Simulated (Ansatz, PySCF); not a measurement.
Molecule: dimethylether, C$_{2}$H$_{6}$O, net charge 0, singlet state. 
Coordinates optimised at B3LYP-D3(BJ)/def2-TZVP (Ansatz, a first-principles code):
```xyz
9

C      0.0048     1.1709    -0.2006
O      0.0068     0.0028     0.5882
C     -0.0092    -1.1727    -0.1892
H      0.0177     2.0231     0.4773
H      0.8882     1.2176    -0.8515
H     -0.8928     1.2283    -0.8310
H     -0.0065    -2.0184     0.4970
H     -0.9074    -1.2256    -0.8191
H      0.8735    -1.2363    -0.8396
```
Charge 0, spin multiplicity 1.

Dipole moments at this geometry, in debye (magnitudes).

```csv
level,program,dipole (D)
HF/def2-TZVPD,PySCF,1.45
PBE/def2-TZVPD,Ansatz,1.15
revPBE/def2-TZVPD,Ansatz,1.14
BP86/def2-TZVPD,PySCF,1.16
B97M-V/def2-TZVPD,Ansatz,1.15
BHLYP/def2-TZVPD,Ansatz,1.36
TPSSh/def2-TZVPD,PySCF,1.23
r2SCANh/def2-TZVPD,Ansatz,1.24
PW6B95/def2-TZVPD,PySCF,1.27
MN15/def2-TZVPD,PySCF,1.29
wB97M-V/def2-TZVPD,Ansatz,1.28
wB97X-V/def2-TZVPD,Ansatz,1.32
CCSD(T)/aug-cc-pVDZ,Ansatz,1.28
```

Measured: 1.30 D (NIST CCCBDB, as tabulated in the package chemicals), a vibrational average. This is an older compilation, not checked against later work.
